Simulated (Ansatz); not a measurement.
A nudged elastic band was laid between two geometries of CH5ClSi + H2 (10 atoms, charge 0, multiplicity 1).

Method: RKS CAM-B3LYP-D4/6-31G* in Ansatz 0.2.0.

```yaml
movable_images: 7
climbing_image: yes
spring: 5.0 eV/Å²
optimiser: quadratic models (default)
start_path: through a guess of the saddle point
force_threshold: 0.03 eV/Å
iteration_limit: 60
end_points: relaxed
```

Initial state:

```xyz
10
Properties=species:S:1:pos:R:3
Si 0.368 0.011 -0.005
Cl 0.457 -0.278 2.050
C 2.095 0.004 -0.708
H 2.595 -0.948 -0.513
H 2.061 0.155 -1.793
H 2.700 0.803 -0.273
H -0.310 1.307 -0.237
H -0.453 -1.086 -0.566
H -3.218 0.070 1.126
H -2.676 -0.037 1.627
```

Final state:

```xyz
10
Properties=species:S:1:pos:R:3
Si -0.368 0.172 -0.813
Cl 0.216 -0.485 3.280
C 1.448 0.005 -0.375
H 1.653 -0.956 0.104
H 2.071 0.074 -1.272
H 1.762 0.794 0.314
H -0.661 1.484 -1.441
H -0.811 -0.909 -1.728
H -1.207 0.077 0.419
H -0.483 -0.256 2.221
```

Problem. What changes between the two ends?

Solution. Bonds broken: Si1–Cl2, H9–H10. Bonds formed: Si1–H9, Cl2–H10. CH5ClSi + H2 becomes CH6Si + ClH.

Problem. What energy profile does the band end with?

Solution. It converged. The highest image is number 5 of 0 to 8, 253.7 kJ/mol above the first end and 176.6 kJ/mol above the last; the last end lies 77.1 kJ/mol above the first. Neighbouring images differ by up to 2.0 eV, so the band resolves the path poorly. A vibrational analysis at the climbing image gives one clearly imaginary mode, 868i cm⁻¹: a first-order saddle point. The orbitals stay closed-shell, which can raise the energy where a bond breaks towards radicals; this wasn't checked here.

```
image  path coordinate (Å)  energy (kJ/mol)  Si1–Cl2 (Å)  H9–H10 (Å)  Si1–H9 (Å)
    0                 0.00              0.0         2.08        0.75        3.76
    1                 1.40              0.1         2.08        0.75        4.11
    2                 2.80              0.1         2.08        0.75        4.20
    3                 4.19              0.2         2.08        0.75        3.80
    4                 5.59             57.7         2.12        0.74        2.64
    5                 6.99            253.7         2.61        0.86        1.73
    6                 8.21             88.4         3.47        1.73        1.50
    7                 9.44             77.1         4.10        2.00        1.49
    8                10.66             77.1         4.19        1.97        1.49
```

Problem. What is the geometry of the highest image?

Solution. 
```xyz
10
Properties=species:S:1:pos:R:3
Si -0.224 0.258 -0.260
Cl 0.148 0.662 2.287
C 1.588 -0.119 -0.392
H 1.811 -1.062 0.115
H 1.869 -0.222 -1.445
H 2.180 0.659 0.091
H -0.804 1.608 -0.243
H -0.897 -0.454 -1.389
H -1.198 -0.859 0.628
H -0.856 -0.473 1.316
```

Time of the run: 8.8 min on 2 threads of Arm Neoverse V1, with other jobs on the host, peak memory 0.16 GiB.
